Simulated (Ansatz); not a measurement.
Cost and result for the atomization energy of C4H8F2, SMILES `CC(F)CCF` (14 atoms, 13 bonds).

```xyz
14

C    -0.012   -1.843   -0.618
C    -0.227   -0.651    0.277
F     0.451   -0.873    1.479
C     0.280    0.647   -0.312
C     0.008    1.844    0.562
F    -1.360    2.058    0.656
H     1.046   -1.947   -0.873
H    -0.342   -2.757   -0.122
H    -0.582   -1.729   -1.543
H    -1.285   -0.551    0.539
H     1.361    0.564   -0.472
H    -0.184    0.802   -1.291
H     0.389    1.689    1.575
H     0.456    2.749    0.142
```

Charge 0, multiplicity 1. All single points use the PBE0-D4/def2-TZVP geometry. It is one conformer, not always the lowest. Program: Ansatz. All runs use 4 threads of an AMD EPYC 9R45 on a shared host. Times are those of one run each, without the atoms' runs, and a repeat can differ threefold. Electronic energies, without spin–orbit coupling; frozen cores. CCSD(T)/CBS adds CCSD(T) − MP2 in def2-TZVPP to the MP2 limit, and its time is that of the two runs behind it. T1 = 0.010. B3LYP takes the VWN-RPA correlation (the form of Gaussian; ORCA's B3LYP/G).

CCSD(T)/CBS is a level of theory with its own doubt, some kJ/mol a heavy atom from the limit and from the frozen cores, so smaller differences don't rank the functionals.

```csv
level,functions,wall time
LDA (SPW92)/def2-TZVPP,298,0.6 s
PBE-D4/def2-TZVPP (with forces),298,1.2 s
BHLYP-D4/def2-TZVPP,298,1.4 s
r2SCAN-D4/def2-TZVPP (with forces),298,1.9 s
r2SCANh-D4/def2-TZVPP,298,1.9 s
B3LYP-D4/def2-TZVPP (with forces),298,2.1 s
B2PLYP/def2-TZVPP,298,2.5 s
ωB97X-V/def2-TZVPP,298,3.1 s
CCSD(T)/def2-SVP,124,4.2 s
ωB97M-V/def2-TZVPP (with forces),298,4.7 s
MP2/def2-QZVPP,582,12 s
CCSD(T)/def2-TZVPP,298,4 min
CCSD(T)/CBS(def2),–,4.2 min
```

What atomization energy does each give, and how far from CCSD(T)/CBS? (Estimate.)

Ansatz gave: 
| level | atomization (kcal/mol) | difference from CCSD(T)/CBS | per bond |
| --- | --- | --- | --- |
| LDA (SPW92)/def2-TZVPP | 1520.8 | 198.9 | 15.3 |
| PBE-D4/def2-TZVPP (with forces) | 1352.8 | 30.9 | 2.4 |
| BHLYP-D4/def2-TZVPP | 1283.4 | -38.5 | -3.0 |
| r2SCAN-D4/def2-TZVPP (with forces) | 1325.5 | 3.6 | 0.3 |
| r2SCANh-D4/def2-TZVPP | 1317.9 | -4.0 | -0.3 |
| B3LYP-D4/def2-TZVPP (with forces) | 1320.9 | -1.0 | -0.1 |
| B2PLYP/def2-TZVPP | 1309.4 | -12.5 | -1.0 |
| ωB97X-V/def2-TZVPP | 1324.7 | 2.8 | 0.2 |
| CCSD(T)/def2-SVP | 1269.1 | -52.8 | -4.1 |
| ωB97M-V/def2-TZVPP (with forces) | 1325.6 | 3.7 | 0.3 |
| MP2/def2-QZVPP | 1331.0 | 9.1 | 0.7 |
| CCSD(T)/def2-TZVPP | 1292.2 | -29.7 | -2.3 |
| CCSD(T)/CBS(def2) | 1321.9 | 0.0 | 0.0 |

From PBE to PBE0 (25 % exact exchange), in def2-TZVPP and without D4, the atomization energy moves by −22.3 kcal/mol: exact exchange takes away binding that semilocal exchange gives to molecules. In def2-TZVPP, CCSD(T) changes the Hartree–Fock value by +309.9 kcal/mol (the triples alone add +17.3 kcal/mol) and MP2 by +331.3 kcal/mol; breaking electron pairs costs correlation energy, which Hartree–Fock lacks. At CCSD(T), def2-SVP lies −52.9 kcal/mol from the extrapolated value and def2-TZVPP −29.7 kcal/mol: correlation converges slowly with the basis, and small sets miss more of it in the bonded molecule than in its fragments.
